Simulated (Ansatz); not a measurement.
Input file:

```yaml
crystal:
  periodic: [false, false, false]
  atoms:
    - {symbol: Al, position_ang: [0.000000, 0.000000, 0.000000]}
    - {symbol: Al, position_ang: [0.000000, 0.000000, 2.478843]}
basis:
  gaussian: {orbitals: pcseg-2}
total_charge: 1
magnetization: {spin_polarized: true, initial_magnetization: 3}
correlation: {method: ccsd_t, electrons: valence, diis_vectors: 2}
scf: {lower_state_search: light}
```

```sh
$ ansatz run in.yaml --threads 1 --pin off --events-out ev --progress --plain --max-ram 2393MiB
```

Log:

```
447 factors; integrals over basis functions are off by at most 7.5e-4 eV
mean field evaluation 1: about -13155.5597 eV, gradient 7.0e0 eV
mean field evaluation 2: about -13155.6596 eV, gradient 6.9e0 eV
mean field evaluation 4: about -13155.9896 eV, gradient 1.1e0 eV
mean field evaluation 8: about -13156.0510 eV, gradient 7.8e-2 eV
mean field evaluation 16: about -13156.1228 eV, gradient 5.8e-1 eV
mean field evaluation 32: about -13156.7369 eV, gradient 3.6e-2 eV
mean field evaluation 64: about -13156.0449 eV, gradient 5.1e-1 eV
mean field evaluation 96: about -13156.0512 eV, gradient 1.4e-2 eV
mean field evaluation 128: about -13156.0462 eV, gradient 6.8e-1 eV
mean field evaluation 160: about -13156.7369 eV, gradient 7.3e-4 eV
mean field evaluation 192: about -13154.7711 eV, gradient 7.7e-2 eV
mean field evaluation 224: about -13153.4928 eV, gradient 1.7e-1 eV
mean field evaluation 256: about -13156.7364 eV, gradient 9.1e-2 eV
mean field evaluation 288: about -13154.6840 eV, gradient 1.2e0 eV
mean field evaluation 320: about -13153.3324 eV, gradient 1.9e0 eV
mean field evaluation 352: about -13156.7265 eV, gradient 7.6e-1 eV
mean field evaluation 384: about -13154.0725 eV, gradient 1.9e-4 eV
mean field -13156.73691200 eV, -483.5011635596 hartree, gradient 5.4e-7 eV, S^2 3.753006; 16 other end points of the search recorded, 0 dependent functions left out
determinant -13156.73691200 eV, -483.5011635596 hartree, with singles and doubles -13158.62330653 eV, -483.5704872798 hartree
determinant -13156.05119111 eV, -483.4759637815 hartree, with singles and doubles -13158.26107319 eV, -483.5571754502 hartree
determinant -13154.77147632 eV, -483.4289351303 hartree, with singles and doubles -13156.26527814 eV, -483.4838313349 hartree
determinant -13154.07249332 eV, -483.4032479790 hartree, with singles and doubles -13156.23689818 eV, -483.4827883904 hartree
determinant -13153.49389386 eV, -483.3819848409 hartree, with singles and doubles -13155.98565012 eV, -483.4735551946 hartree
determinant -13156.73691200 eV, -483.5011635596 hartree, with singles and doubles -13158.59580038 eV, -483.5694764473 hartree
determinant -13156.05119111 eV, -483.4759637815 hartree, with singles and doubles -13158.23144774 eV, -483.5560867347 hartree
10 core orbitals not correlated: weight in the atoms' cores, before any rotation towards them, 1.000 or more for the frozen orbitals, at most 0.000 for the correlated occupied ones
reference -13156.73691200 eV, -483.5011635596 hartree; 4, 1 occupied and 54, 57 virtual orbitals, 447 factors
second order -1.40665552 eV of doubles, -0.00000000 eV of singles
cycle   1  -1.85888779 eV  change    5.9e-7 eV  update   2.5e-6
perturbative correction -0.08827459 eV, -0.0032440312 hartree
Total energy: -13158.68407438 eV, -483.5727204569 hartree
```

Ran on 1 thread of Arm Neoverse V2, shared host: 5.5 s wall, 0.18 GiB peak host memory.
